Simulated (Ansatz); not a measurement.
System: fcc Ir. Method: PBE (plane waves, PAW; Ansatz, a quantum-chemistry and plane-wave program).

The input as run:

Ansatz 0.2 input:
```yaml
crystal:
  lattice:
    - [0.0, 1.9353359071, 1.9353359071]
    - [1.9353359071, 0.0, 1.9353359071]
    - [1.9353359071, 1.9353359071, 0.0]
  atoms:
    - { symbol: Ir, position: [0.0, 0.0, 0.0] }
basis:
  ecutwfc: 520
  ecutrho_ratio: 4
  xc_grid: 2
kpoints:
  mp_grid: { grid: [24, 24, 24] }
hamiltonian:
  xc: pbe
  dispersion: none
  pseudopotentials: { kind: paw }
scf:
  occupations: { method: fermi_dirac, width: 0.05 }
  convergence: { dr2_threshold: 0.0000000001 }
output:
  forces: false
  stress: true
  eigenvalues: true
```

From the output:

```
Crystal: 1 atoms, lattice volume = 14.498 Å³
Basis set: ecut = 520 eV, 387 PW (Γ), exchange–correlation on 48×48×48 points (8 copies of the dense FFT grid, shifted against one another)
Bands: 13, of which v1, the nominal top of the filled ones, is band 9 counted from 1 (8 counted from 0)
Symmetry: 48 space group operations
Space group: Fm-3m (ITA 225), of the structure as read, at distance tolerance 2.4e-5 Å
k-points: 413 of 13824
Functional: x = pbe(κ = 0.804, μ = 0.2195149727645171), c = pbe(β = 0.06672455060314922)
SCF iter   1: F=—  HF=-11935.314694 eV  |F-HF|=—  |Δ(HF+E_count)|=         —  Δρ=4.13e-3  dr2=2.98e-4
SCF iter   2: F=—  HF=-11935.315307 eV  |F-HF|=—  |Δ(HF+E_count)|=   6.13e-4  Δρ=2.09e-3  dr2=7.82e-5
  ...
SCF iter   6: F=—  HF=-11935.315591 eV  |F-HF|=—  |Δ(HF+E_count)|=  5.88e-10  Δρ=2.31e-6  dr2=7.19e-10
SCF iter   7: F=-11935.315591 eV  HF=-11935.315591 eV  |F-HF|=2.18e-11  |Δ(HF+E_count)|=  2.53e-10  Δρ=4.68e-7  dr2=2.26e-11
SCF 1 converged in 7 iterations: F = -11935.315591 eV  dr2 = 2.26e-11
SCF converged after 7 iterations
Free energy (F): -11935.315591 eV
Internal energy: -11935.307668 eV  (E = F + TS)
E sigma→0 (E₀):  -11935.311629 eV
Fermi energy:    25.045532 eV
--- Stress (GPa, compression-positive) ---
       -0.000561       0.000000       0.000000
       -0.000000      -0.000561       0.000000
        0.000000       0.000000      -0.000561
  P = ⅓ Tr σ = -0.0006 GPa (-0.006 kbar)
```

The result took roughly 6 core-seconds.
